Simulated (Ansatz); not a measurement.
A nudged elastic band was laid between two geometries of H3O2Si (6 atoms, charge 0, multiplicity 2).

The calculation used UHF/def2-SVP (Ansatz 0.2.0).

```yaml
movable_images: 5
climbing_image: yes
spring: 5.0 eV/Å²
optimiser: quadratic models (default)
start_path: IDPP
force_threshold: 0.03 eV/Å
iteration_limit: 60
end_points: relaxed
```

Initial state:

```xyz
6
Properties=species:S:1:pos:R:3
O -1.167 -0.473 -0.220
Si 0.367 0.099 -0.454
O 1.073 0.242 1.023
H -1.646 -0.857 -0.937
H 0.380 1.452 -1.059
H 0.993 -0.463 1.647
```

Final state:

```xyz
6
Properties=species:S:1:pos:R:3
O -1.245 -0.151 -0.599
Si 0.360 0.234 -0.554
O 1.124 -0.477 0.725
H -1.512 -1.046 -0.736
H 0.402 1.710 -0.450
H 0.871 -0.270 1.613
```

**Question.** What changes between the two ends?

**Answer.** No bond is made or broken. The dihedral H5–Si2–O3–H6 goes from 167 to 55°.

**Question.** Give the energies along the band, and the barrier.

**Answer.** It converged. The highest image is number 3 of 0 to 6, 0.033 eV above the first end and 0.025 eV above the last; the last end lies 0.008 eV above the first. A vibrational analysis at the climbing image gives one clearly imaginary mode, 204i cm⁻¹: a first-order saddle point.

```json
{"image": "0", "path coordinate (Å)": "0.00", "energy (eV)": "0.000", "dihedral H5–Si2–O3–H6 (°)": "167"}
{"image": "1", "path coordinate (Å)": "0.25", "energy (eV)": "0.008", "dihedral H5–Si2–O3–H6 (°)": "157"}
{"image": "2", "path coordinate (Å)": "0.49", "energy (eV)": "0.023", "dihedral H5–Si2–O3–H6 (°)": "142"}
{"image": "3", "path coordinate (Å)": "0.74", "energy (eV)": "0.033", "dihedral H5–Si2–O3–H6 (°)": "118"}
{"image": "4", "path coordinate (Å)": "0.95", "energy (eV)": "0.025", "dihedral H5–Si2–O3–H6 (°)": "96"}
{"image": "5", "path coordinate (Å)": "1.16", "energy (eV)": "0.013", "dihedral H5–Si2–O3–H6 (°)": "75"}
{"image": "6", "path coordinate (Å)": "1.37", "energy (eV)": "0.008", "dihedral H5–Si2–O3–H6 (°)": "55"}
```

**Question.** What is the geometry of the highest image?

**Answer.** 
```xyz
6
Properties=species:S:1:pos:R:3
O -1.206 -0.250 -0.367
Si 0.366 0.232 -0.542
O 1.206 -0.096 0.839
H -1.504 -1.075 -0.715
H 0.373 1.691 -0.785
H 0.766 -0.502 1.570
```

**Question.** What are the harmonic wavenumbers there?

**Answer.** 204i, 169, 314, 721, 785, 866, 899, 915, 964, 2313, 4199, 4223 cm⁻¹.

The run took 30 s on 1 CPU thread of a shared host.
